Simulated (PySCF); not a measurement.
Choosing a basis for TDDFT

C₂H₇N.
SMILES: `CNC`

TDDFT with PBE0 (PySCF), vertical singlets, core orbitals frozen in the response, spherical d and f functions. Geometry: PBE0-D3(BJ)/def2-SVP; no solvent, vibrations or thermal averaging.

| basis | functions | diffuse | S1 (eV) | S2 (eV) | S3 (eV) | S4 (eV) | S5 (eV) | LUMO (eV) | α (au) |
| --- | --- | --- | --- | --- | --- | --- | --- | --- | --- |
| 6-31G* | 56 | no | 7.11 | 8.42 | 9.05 | 9.13 | 9.94 | 2.75 | 30.0 |
| 6-31+G* | 68 | yes | 5.45 | 6.23 | 6.41 | 6.67 | 7.10 | 0.46 | 34.0 |
| def2-SVP | 77 | no | 6.47 | 7.55 | 8.05 | 8.45 | 8.89 | 1.89 | 31.1 |
| def2-SVPD | 116 | yes | 5.82 | 6.83 | 6.89 | 7.83 | 7.94 | 0.82 | 37.6 |
| aug-cc-pVDZ | 132 | yes | 5.15 | 5.79 | 5.93 | 6.18 | 6.59 | -0.04 | 39.0 |
| def2-TZVP | 135 | no | 6.05 | 7.16 | 7.57 | 7.90 | 8.48 | 1.21 | 35.7 |
| def2-TZVPD | 174 | yes | 5.49 | 6.37 | 6.41 | 7.27 | 7.33 | 0.41 | 38.7 |
| aug-cc-pVTZ | 299 | yes | 5.17 | 5.79 | 5.93 | 6.13 | 6.56 | -0.07 | 39.1 |

**Question.** How much do these states and the polarisability depend on the basis?

**Answer.** States are compared by their number. Against the largest diffuse basis here (aug-cc-pVTZ, itself not a converged limit), sets without diffuse functions differ by up to 1.94 eV in S1 and 3.38 eV in S5; the smaller diffuse sets differ by up to 0.64 and 1.39 eV. State by state, the largest deviation of a set without diffuse functions is S1 1.94, S2 2.63, S3 3.11, S4 3.00, S5 3.38 eV. The same number needn't mean the same state in each row. Against aug-cc-pVTZ the polarisability deviates by -23% in 6-31G*, -13% in 6-31+G*, -21% in def2-SVP, -4% in def2-SVPD, 0% in aug-cc-pVDZ, -9% in def2-TZVP, -1% in def2-TZVPD. A single + in a Pople set puts diffuse functions on heavy atoms only.
